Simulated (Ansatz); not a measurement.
Born–Oppenheimer molecular dynamics of CH$_{6}$OSi (9 atoms, charge 0, multiplicity 1). It goes on from the last frame of an earlier run, with new velocities.

Level of theory: Ansatz, RKS B3LYP-D4/cc-pVDZ.

* ensemble: NVT, Nosé–Hoover chain
* time step: 0.5 fs
* steps asked: 250
* set temperature: 1000 K
* thermostat: time constant 300 fs, chain length 1
* seed: 40854

First frame:

```xyz
9
Properties=species:S:1:pos:R:3
Si -0.830 -0.610 -0.619
O -0.124 -2.063 -0.291
H -0.097 -2.137 0.688
C 0.083 0.889 -0.089
H -0.229 1.767 -0.715
H 0.277 1.061 0.883
H 1.047 0.830 -0.489
H -2.163 -0.822 -0.228
H -1.321 -0.494 -2.028
```

Question: What does the run give?

Answer: The run went to its last step.

```yaml
steps_done: 250
time_covered: 125 fs
mean_temperature_over_the_second_half: 1152 K
spread_of_the_potential_energy_over_the_second_half: 21.6 meV per atom
mean_potential_energy_of_the_second_half_above_the_start: -17.3 meV per atom
```

The conserved energy stayed within 0.9 meV per atom of its start (net change -0.62 meV per atom), so the integration is sound. The mean temperature of the second half is 15 % above the set value. A run of 0.12 ps of so small a system gives no equilibrium averages.

Question: What happens to the structure?

Answer: The same pairs are bonded in the first frame and the last. Pairs count as bonded within 1.25 times the sum of covalent radii (0.12 Å more for H–H). The details hang on the random start.

Question: How do temperature and energy run in time?

Answer: 
| time (fs) | T (K) | potential energy less start (eV) | conserved less start (meV/atom) |
| --- | --- | --- | --- |
| 0 | 1000 | 0.000 | 0.00 |
| 10 | 1172 | -0.157 | -0.21 |
| 20 | 1439 | -0.403 | -0.60 |
| 30 | 1349 | -0.322 | -0.65 |
| 40 | 885 | 0.100 | -0.27 |
| 50 | 988 | 0.005 | -0.18 |
| 60 | 1067 | -0.068 | -0.20 |
| 70 | 1112 | -0.112 | -0.26 |
| 80 | 1203 | -0.198 | -0.39 |
| 90 | 1254 | -0.249 | -0.58 |
| 100 | 1289 | -0.282 | -0.46 |
| 110 | 1179 | -0.187 | -0.49 |
| 120 | 1091 | -0.111 | -0.51 |

Run time: 8.6 min on 2 threads of Arm Neoverse N1, with other jobs on the host, peak memory 0.14 GiB.
